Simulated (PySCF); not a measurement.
## Working with the constants of S₂⁻

UHF-CCSD(T) constants of S₂⁻, doublet, unpaired electrons π ↑ (S aug-pcseg-1; no relativity (PySCF 2.14); masses 31.9721 and 31.9721 u):

```
ωe              : 545.7 cm⁻¹
ωexe            : 2.75 cm⁻¹
Be              : 0.24889 cm⁻¹
αe              : 0.00164 cm⁻¹
D (centrifugal) : 2.07e-07 cm⁻¹
```

Give the vibrational terms G(v) and spacings up to v = 6.

G(v) = ωe(v+½) − ωexe(v+½)².

```csv
v,G(v) (cm⁻¹),G(v) − G(v−1),Bv (cm⁻¹)
0,272.2,,0.2481
1,812.4,540.2,0.2464
2,1347.1,534.7,0.2448
3,1876.3,529.2,0.2432
4,2400.0,523.7,0.2415
5,2918.2,518.2,0.2399
6,3430.9,512.7,0.2382
```

Correlated steps freeze 10 core orbitals. The state is the lowest determinant that a PBE0 search found; another state may lie lower at other levels.
